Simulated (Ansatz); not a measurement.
# Which method gave which barrier?

Saddle point of AlH$_{5}$SO, singlet (AlH₃O ([OH][AlH2]) + H₂S → AlH₃S ([AlH2][SH]) + H₂O (still joined by a long Al–O bond); bonds formed: O2–H5; dative contacts that become bonds: Al1–S6; bonds broken: H5–S6; bonds weakened to dative contacts: Al1–O2), PBE0-D4/def2-TZVP structure:

```csv
atom,x (Å),y (Å),z (Å)
Al1,-0.5841,-0.5592,0.4651
O2,-0.7023,0.6801,-0.8613
H3,-0.5673,-2.0539,-0.0517
H4,-1.2791,-0.0783,1.8068
H5,0.6142,0.8714,-0.4770
S6,1.7056,0.2934,0.4311
H7,-1.3030,1.4264,-0.8091
H8,2.1161,-0.5798,-0.5039
```

Ansatz 0.2.0; basis: def2-TZVPP, with def2-QZVPP for the basis limit; cores frozen in the correlated methods. B3LYP uses VWN-RPA correlation. Extrapolation: Hartree–Fock as exp(−7.88 √X), correlation as X^−2.97. Four methods, as single points on the PBE0-D4 structures, gave these electronic barriers from the start structure: 0.284, 0.350, 0.473, 0.781 eV.

Task: The methods were, in alphabetical order, B3LYP-D4, BHLYP-D4, BLYP-D4, HF. Which gave which? (Judge from chemistry; the calculation decides.)

Result: By the calculation: BLYP-D4 0.284; B3LYP-D4 0.350; BHLYP-D4 0.473; HF 0.781 eV. For comparison, CCSD(T) at an estimated basis limit (MP2 extrapolated from triple and quadruple zeta, plus CCSD(T) − MP2 in triple zeta) gives 0.386 eV.

T1 diagnostic: at most 0.012.

Labels in which every atom is bracketed show which atoms are joined, not bond orders.

For scale, one of the runs: CCSD(T)/def2-TZVPP, 185 basis functions, launched by `ansatz run in.yaml --threads 2 --pin off --events-out ev --progress --plain --max-ram 4352MiB`. Time: 25 s of wall clock on 2 CPU threads of an Arm Neoverse V2; the host was shared. Peak host memory: 1.7 GiB.
